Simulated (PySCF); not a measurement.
input.py for Al2⁻

Input:

```python
from pyscf import gto, scf, cc

mol = gto.M(
    atom='Al 0 0 0; Al 0 0 2.365',
    basis='6-31g',
    charge=-1,
    spin=1,
    verbose=4,
)
mf = scf.UHF(mol)
mf.kernel()
mycc = cc.CCSD(mf)
mycc.kernel()
mycc.ccsd_t()
mf.dip_moment()
print('orbital energies (hartree):', [e[max(0, n-3):n+3].round(4) for e, n in zip(mf.mo_energy, mol.nelec)])
```

```bash
$ OMP_NUM_THREADS=1 python input.py
```

It prints (some set-up lines and the per-cycle HOMO/LUMO lines with their warnings removed):

```
PySCF version 2.14.0

[INPUT] verbose = 4
[INPUT] num. atoms = 2
[INPUT] num. electrons = 27
[INPUT] charge = -1
[INPUT] spin (= nelec alpha-beta = 2S) = 1
[INPUT] symmetry False subgroup None
[INPUT] Mole.unit = angstrom
[INPUT] Symbol           X                Y                Z      unit          X                Y                Z       unit  Magmom
[INPUT]  1 Al     0.000000000000   0.000000000000   0.000000000000 AA    0.000000000000   0.000000000000   0.000000000000 Bohr   0.0
[INPUT]  2 Al     0.000000000000   0.000000000000   2.365000000000 AA    0.000000000000   0.000000000000   4.469202284596 Bohr   0.0

nuclear repulsion = 37.8143546069683
number of shells = 14
number of NR pGTOs = 92
number of NR cGTOs = 26
basis = 6-31g
ecp = {}

******** <class 'pyscf.scf.uhf.UHF'> ********
method = UHF
initial guess = minao
damping factor = 0
level_shift factor = 0
DIIS = <class 'pyscf.scf.diis.CDIIS'>
diis_start_cycle = 1
diis_space = 8
diis_damp = 0
SCF conv_tol = 1e-09
SCF conv_tol_grad = None
SCF max_cycles = 50
direct_scf = True
direct_scf_tol = 1e-13
number electrons alpha = 14  beta = 13
Set gradient conv threshold to 3.16228e-05
init E= -483.758116052705

cycle= 1 E= -483.698077897303  delta_E= 0.06  |g|= 0.0473  |ddm|= 1.01
cycle= 2 E= -483.702671325784  delta_E= -0.00459  |g|= 0.014  |ddm|= 0.282
cycle= 3 E= -483.703168501141  delta_E= -0.000497  |g|= 0.00417  |ddm|= 0.115
cycle= 4 E= -483.7032256657  delta_E= -5.72e-05  |g|= 0.000793  |ddm|= 0.0496
cycle= 5 E= -483.703228039936  delta_E= -2.37e-06  |g|= 0.00032  |ddm|= 0.0111
cycle= 6 E= -483.703228533651  delta_E= -4.94e-07  |g|= 0.000116  |ddm|= 0.00497
cycle= 7 E= -483.703228607903  delta_E= -7.43e-08  |g|= 3.94e-05  |ddm|= 0.00119
cycle= 8 E= -483.703228616276  delta_E= -8.37e-09  |g|= 1.03e-05  |ddm|= 0.00025
cycle= 9 E= -483.703228616734  delta_E= -4.58e-10  |g|= 2.9e-06  |ddm|= 7.38e-05
Extra cycle  E= -483.703228616758  delta_E= -2.39e-11  |g|= 1.64e-06  |ddm|= 1e-05
converged SCF energy = -483.703228616758  <S^2> = 0.75310378  2S+1 = 2.0031014

******** <class 'pyscf.cc.uccsd.UCCSD'> ********
CC2 = 0
CCSD nocc = (np.int64(14), np.int64(13)), nmo = (26, 26)
max_cycle = 50
direct = 0
conv_tol = 1e-07
conv_tol_normt = 1e-06
diis_space = 6
diis_start_cycle = 0
diis_start_energy_diff = 1e+09
Init t2, MP2 energy = -0.0873721917583419
Init E_corr(UCCSD) = -0.087372191763469
cycle = 1  E_corr(UCCSD) = -0.0970867593724218  dE = -0.00971456761  norm(t1,t2) = 0.0911104
cycle = 2  E_corr(UCCSD) = -0.102047028742723  dE = -0.00496026937  norm(t1,t2) = 0.0414343
cycle = 3  E_corr(UCCSD) = -0.105553987222928  dE = -0.00350695848  norm(t1,t2) = 0.0259738
cycle = 4  E_corr(UCCSD) = -0.10636538111542  dE = -0.000811393892  norm(t1,t2) = 0.00945077
cycle = 5  E_corr(UCCSD) = -0.106299216316325  dE = 6.61647991e-05  norm(t1,t2) = 0.00400008
cycle = 6  E_corr(UCCSD) = -0.106325270476047  dE = -2.60541597e-05  norm(t1,t2) = 0.00146267
cycle = 7  E_corr(UCCSD) = -0.1063077091461  dE = 1.75613299e-05  norm(t1,t2) = 0.000900742
cycle = 8  E_corr(UCCSD) = -0.106315586455447  dE = -7.87730935e-06  norm(t1,t2) = 0.000413313
cycle = 9  E_corr(UCCSD) = -0.106319591980297  dE = -4.00552485e-06  norm(t1,t2) = 0.000146416
cycle = 10  E_corr(UCCSD) = -0.106316675547129  dE = 2.91643317e-06  norm(t1,t2) = 5.59763e-05
cycle = 11  E_corr(UCCSD) = -0.106315592760807  dE = 1.08278632e-06  norm(t1,t2) = 2.18472e-05
cycle = 12  E_corr(UCCSD) = -0.106315544719247  dE = 4.80415601e-08  norm(t1,t2) = 1.06554e-05
cycle = 13  E_corr(UCCSD) = -0.106315770462842  dE = -2.25743595e-07  norm(t1,t2) = 4.53355e-06
cycle = 14  E_corr(UCCSD) = -0.106315826292664  dE = -5.58298223e-08  norm(t1,t2) = 1.72665e-06
cycle = 15  E_corr(UCCSD) = -0.106315801389299  dE = 2.49033657e-08  norm(t1,t2) = 7.25479e-07
UCCSD converged
E(UCCSD) = -483.809544418147  E_corr = -0.1063158013892987
UCCSD(T) correction = -0.00534298295323181

WARN: System has nonzero charge -1; the dipole moment is origin-dependent.
Location of origin: [0. 0. 0.]

Dipole moment(X, Y, Z, Debye): -0.00000,  0.00000, -5.67979
orbital energies (hartree): [array([-0.1397, -0.0459, -0.0243,  0.1555,  0.2071,  0.2234]), array([-0.2973, -0.1196, -0.0115,  0.1607,  0.1872,  0.23  ])]
```

In short: E(SCF) = -483.703229 Eh, 9 cycles, E(CCSD) − E(SCF) = -0.10632 Eh, (T) = -0.00534 Eh, ⟨S²⟩ = 0.753.

Run time: 1.2 s on 1 thread of Intel Xeon Gold 6455B (shared host), peak memory 0.13 GiB.

The basis has no diffuse functions, which an anion needs. The bond length is a typed value, not an optimised one. The dipole of an ion depends on the origin. No search for the lowest solution was made.
